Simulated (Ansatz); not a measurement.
in.yaml

```yaml
crystal:
  periodic: [false, false, false]
  atoms:
    - {symbol: Al, position_ang: [0.000000, -0.107696, 1.237712]}
    - {symbol: P, position_ang: [0.000000, 0.051009, -1.143237]}
    - {symbol: H, position_ang: [0.000000, 1.315423, 1.999097]}
basis:
  gaussian: {orbitals: 6-31G}
magnetization: {spin_polarized: false, initial_magnetization: 5}
correlation: {method: dmrg, electrons: all}
```

```sh
$ ansatz run in.yaml --threads 1 --pin off --events-out ev --progress --plain --max-ram 2393MiB
```

Question: One thing in this input was set wrong on purpose, beside settings that are merely unusual. What is the gravest fault, and what does the program do?

Answer: A method name that the input doesn't accept. How the run ends: refused.
```
Error: YAML parse error: error: line 10 column 23: unknown variant `dmrg`, expected one of mp2, rpa, ccsd, ccsd_t, bccd, bccd_t, ccsdt, ccsdt_q, ccsdt_q_b, ccsdtq, fci, sc_nevpt2, fic_nevpt4_sd, fic_mrcisd_q, fic_mrcisd_q_relaxed
  --> <input>:10:23
   |
 8 |   gaussian: {orbitals: 6-31G}
 9 | magnetization: {spin_polarized: false, initial_magnetization: 5}
10 | correlation: {method: dmrg, electrons: all}
   |                       ^ unknown variant `dmrg`, expected one of mp2, rpa, ccsd, ccsd_t, bccd, bccd_t, ccsdt, ccsdt_q, ccsdt_q_b, ccsdtq, fci, sc_nevpt2, fic_nevpt4_sd, fic_mrcisd_q, fic_mrcisd_q_relaxed
```
